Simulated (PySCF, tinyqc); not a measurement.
Inside a calculation. Method: RHF in the sto-3g basis, for CH+, spin multiplicity 1. The lowest restricted solution is unstable here: a spin-polarised one lies 0.0112 hartree lower (PySCF). One step of it, computed by the program tinyqc.

Problem. Iteration 1: building the Fock matrix. J_ij = sum D_kl (ij|kl), K_ij = sum D_kl (ik|jl); F = H + J - 0.5 K; E = tr D H + tr D J / 2 - 0.25 tr D K + E_nn.

D at the start, lower triangle:
```
            1C 1s      1C 2s    1C 2px    1C 2py    1C 2pz     2H 1s
1C 1s    1.838066
1C 2s   -0.444738   1.801477
1C 2px   0.000000   0.000000  0.564524
1C 2py   0.000000   0.000000  0.000000  0.564524
1C 2pz   0.010747  -0.038773  0.000000  0.000000  0.523814
2H 1s   -0.021212   0.080909  0.000000  0.000000  0.044499  0.816143
```

core Hamiltonian H = T + V (hartree), lower triangle:
```
             1C 1s      1C 2s     1C 2px     1C 2py     1C 2pz      2H 1s
1C 1s   -18.225403
1C 2s    -4.393305  -5.170950
1C 2px    0.000000   0.000000  -4.084962
1C 2py    0.000000   0.000000   0.000000  -4.084962
1C 2pz   -0.015456  -0.161687   0.000000   0.000000  -4.201354
2H 1s    -0.988747  -2.124190   0.000000   0.000000  -1.796585  -3.200229
```

Two-electron integrals (ij|kl) in chemists' order, unique and non-zero (hartree):
```
(11|11) 3.541948   (21|11) 0.576921   (21|21) 0.111888   (22|11) 0.854682
(22|21) 0.205284   (22|22) 0.624709   (31|31) 0.020296   (32|31) 0.030858
(32|32) 0.137996   (33|11) 0.852436   (33|21) 0.205335   (33|22) 0.624568
(33|33) 0.672833   (41|41) 0.020296   (42|41) 0.030858   (42|42) 0.137996
(43|43) 0.036269   (44|11) 0.852436   (44|21) 0.205335   (44|22) 0.624568
(44|33) 0.600295   (44|44) 0.672833   (51|51) 0.020296   (52|51) 0.030858
(52|52) 0.137996   (53|53) 0.036269   (54|54) 0.036269   (55|11) 0.852436
(55|21) 0.205335   (55|22) 0.624568   (55|33) 0.600295   (55|44) 0.600295
(55|55) 0.672833   (61|11) 0.129283   (61|21) 0.024920   (61|22) 0.045632
(61|33) 0.045474   (61|44) 0.045474   (61|51) 0.001527   (61|52) 0.002840
(61|55) 0.045961   (61|61) 0.005676   (62|11) 0.306999   (62|21) 0.074707
(62|22) 0.249770   (62|33) 0.243811   (62|44) 0.243811   (62|51) 0.007116
(62|52) 0.048811   (62|55) 0.261457   (62|61) 0.017356   (62|62) 0.130372
(63|31) 0.007636   (63|32) 0.040147   (63|53) 0.009576   (63|63) 0.016127
(64|41) 0.007636   (64|42) 0.040147   (64|54) 0.009576   (64|64) 0.016127
(65|11) 0.260337   (65|21) 0.064177   (65|22) 0.227515   (65|33) 0.216031
(65|44) 0.216031   (65|51) 0.012971   (65|52) 0.081464   (65|55) 0.250239
(65|61) 0.015619   (65|62) 0.141092   (65|65) 0.166056   (66|11) 0.455035
(66|21) 0.112629   (66|22) 0.427691   (66|33) 0.404936   (66|44) 0.404936
(66|51) 0.013616   (66|52) 0.124935   (66|55) 0.472694   (66|61) 0.026562
(66|62) 0.280949   (66|65) 0.336010   (66|66) 0.774606
```

nuclear repulsion = 2.78270225 hartree

Give: Coulomb J; exchange K; Fock matrix F; total energy of this density.

Solution.

Coulomb J (hartree), lower triangle:
```
         1C 1s   1C 2s  1C 2px  1C 2py  1C 2pz   2H 1s
1C 1s   9.3846
1C 2s   1.7788  3.9539
1C 2px  0.0000  0.0000  3.9297
1C 2py  0.0000  0.0000  0.0000  3.9297
1C 2pz  0.0114  0.1070  0.0000  0.0000  3.9880
2H 1s   0.3985  1.6186  0.0000  0.0000  1.5114  2.9085
```

exchange K (hartree), lower triangle:
```
         1C 1s   1C 2s  1C 2px  1C 2py  1C 2pz   2H 1s
1C 1s   6.2356
1C 2s   1.0687  1.5245
1C 2px  0.0000  0.0000  0.6979
1C 2py  0.0000  0.0000  0.0000  0.6979
1C 2pz  0.0155  0.1242  0.0000  0.0000  0.8223
2H 1s   0.2638  0.8038  0.0000  0.0000  0.5391  1.0309
```

Fock matrix F (hartree), lower triangle:
```
           1C 1s    1C 2s   1C 2px   1C 2py   1C 2pz    2H 1s
1C 1s   -11.9586
1C 2s    -3.1489  -1.9793
1C 2px    0.0000   0.0000  -0.5042
1C 2py    0.0000   0.0000   0.0000  -0.5042
1C 2pz   -0.0118  -0.1168   0.0000   0.0000  -0.6245
2H 1s    -0.7221  -0.9075   0.0000   0.0000  -0.5547  -0.8072
```

total energy of this density = -33.836739 hartree

This density is the starting one; it is not idempotent, so its energy is not variational and may lie below the converged one.
